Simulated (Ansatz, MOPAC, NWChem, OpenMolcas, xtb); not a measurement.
# A ladder of methods for SiNH4F (SMILES N[SiH2]F)

The runs start from one conformer, not always the lowest.

SiNH4F, singlet, SMILES `N[SiH2]F`. Each level relaxes the structure for itself.

Each level gives the highest harmonic wavenumber at each level's own minimum (cm⁻¹). The values are calculated.

```csv
level,kind,program,value (cm⁻¹)
AM1,semi-empirical,MOPAC,3616
PM3,semi-empirical,MOPAC,3547
MNDOD,semi-empirical,MOPAC,3640
GFN2-xTB,semi-empirical,xtb,3521
HF/3-21G,Hartree–Fock,OpenMolcas,3847
HF/6-31G* (Cartesian functions),Hartree–Fock,OpenMolcas,3899
PBE-D3(BJ)/def2-SVP,GGA,NWChem,3595
PBE/def2-SVP,GGA,NWChem,3595
PBE0-D4/def2-TZVP,global hybrid,Ansatz,3711
B3LYP/6-31G* (Cartesian functions),global hybrid,OpenMolcas,3662
```

Harmonic and unscaled. The values span 3521 to 3899 cm⁻¹.
